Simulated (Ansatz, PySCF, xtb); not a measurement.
Bonds broken one at a time in the series Ga F-CH3. Isolated molecules, 0 K electronic values unless said otherwise. Strings in code marks are SMILES.

Quantity: homolytic bond dissociation enthalpy at 298 K (no spin–orbit term), in kcal/mol. Thermal and zero-point terms are GFN2-xTB rigid-rotor harmonic values (xtb).

Level 1: frozen-core MP2/cc-pVTZ // B3LYP-D3(BJ)/def2-TZVP (Ansatz, a first-principles code)
Level 2: B3LYP/6-31G* // B3LYP-D3(BJ)/def2-TZVP (PySCF)
Level 3: PBE/6-31G* // B3LYP-D3(BJ)/def2-TZVP (PySCF)
Level 4: HF/6-31G* // B3LYP-D3(BJ)/def2-TZVP (PySCF)

```
species                                                                level 2  level 3  level 4
---------------------------------------------------------------------  -------  -------  -------
Ga–F bond of `[CH3][Ga]([F])[F]`, giving `[CH3][Ga][F]` and `[F]`        125.0    130.6     92.0
C–Ga bond of `[CH3][Ga]([CH3])[F]`, giving `[CH3]` and `[CH3][Ga][F]`     69.9     73.6     51.2
C–Ga bond of `[CH3][Ga]([F])[F]`, giving `[CH3]` and `[F][Ga][F]`         73.8     76.7     54.3
Ga–F bond of `[CH3][Ga]([CH3])[F]`, giving `[CH3][Ga][CH3]` and `[F]`    133.0    138.7     97.0
F–Ga bond of `[F][Ga]([F])[F]`, giving `[F]` and `[F][Ga][F]`            116.7    121.6     84.6
```

### Question
What does level 1 give for each?

### Answer

- Ga–F bond of `[CH3][Ga]([F])[F]`, giving `[CH3][Ga][F]` and `[F]`: 139.9
- C–Ga bond of `[CH3][Ga]([CH3])[F]`, giving `[CH3]` and `[CH3][Ga][F]`: 82.1
- C–Ga bond of `[CH3][Ga]([F])[F]`, giving `[CH3]` and `[F][Ga][F]`: 83.2
- Ga–F bond of `[CH3][Ga]([CH3])[F]`, giving `[CH3][Ga][CH3]` and `[F]`: 144.2
- F–Ga bond of `[F][Ga]([F])[F]`, giving `[F]` and `[F][Ga][F]`: 131.9
